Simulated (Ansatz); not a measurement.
Geometry optimisation, Ansatz 0.2.0, RKS PBE0/def2-SVP.

Input file:

```yaml
crystal:
  periodic: [false, false, false]
  atoms:
    - { symbol: O, position_ang: [-0.1814, 0.1493, -2.1054] }
    - { symbol: H, position_ang: [-0.116, -0.717, -2.498] }
    - { symbol: Si, position_ang: [0.5564, 0.259, -0.6071] }
    - { symbol: Si, position_ang: [-0.6268, -0.1056, 1.3186] }
    - { symbol: H, position_ang: [2.0141, 0.5703, -0.511] }
    - { symbol: H, position_ang: [0.9944, -1.3877, -0.6765] }
    - { symbol: H, position_ang: [0.1893, 1.7795, -0.6791] }
    - { symbol: H, position_ang: [-0.1362, 0.7159, 2.4464] }
    - { symbol: H, position_ang: [-0.6151, -1.4474, 1.9426] }
    - { symbol: H, position_ang: [-2.0787, 0.1836, 1.3696] }
total_charge: -1
basis:
  gaussian: { orbitals: def2-SVP }
hamiltonian:
  xc: pbe0
relax:
  f_tol: 0.02
  max_steps: 40
scf:
  lower_state_search: "off"
```

Command:

```bash
$ ansatz run input.yaml --threads 1 --pin off --max-ram 2048MiB --backend cpu --events-out ev --progress --plain --runs-dir out
```

Problem. Where does it end, and by what steps?

Solution. The forces met the threshold. Limits of this set-up: an anion without diffuse functions. After 14 steps the energy has fallen by 0.441 eV; H6 moved furthest, 0.72 Å.

| step | energy less start (eV) | largest force component (eV/Å) | accepted |
| --- | --- | --- | --- |
| 0 | 0.0000 | 1.275 | yes |
| 1 | -0.2972 | 1.048 | yes |
| 2 | -0.3636 | 0.579 | yes |
| 3 | -0.3929 | 0.302 | yes |
| 4 | -0.4104 | 0.158 | yes |
| 5 | -0.4196 | 0.143 | yes |
| 6 | -0.4307 | 0.082 | yes |
| 7 | -0.3609 | 0.514 | no |
| 8 | -0.4364 | 0.041 | yes |
| 9 | -0.4384 | 0.119 | yes |
| 10 | -0.4394 | 0.082 | yes |
| 11 | -0.4404 | 0.023 | yes |
| 12 | -0.4408 | 0.022 | yes |
| 13 | -0.4409 | 0.027 | yes |
| 14 | -0.4410 | 0.007 | yes |

```xyz
10
Properties=species:S:1:pos:R:3
O 0.109 0.325 -2.417
H 0.079 -0.598 -2.700
Si 0.482 0.220 -0.716
Si -0.546 -0.057 1.477
H 1.952 0.188 -0.309
H 0.295 -1.364 -0.855
H 0.251 1.756 -0.638
H -0.419 1.055 2.510
H -0.147 -1.303 2.251
H -2.057 -0.220 1.395
```

Whether the end is a true minimum wasn't checked by a vibrational analysis.

The run took 18 s on 1 thread of Intel(R) Xeon(R) 6975P-C (Granite Rapids), with other jobs on the host, peak memory 0.16 GiB.
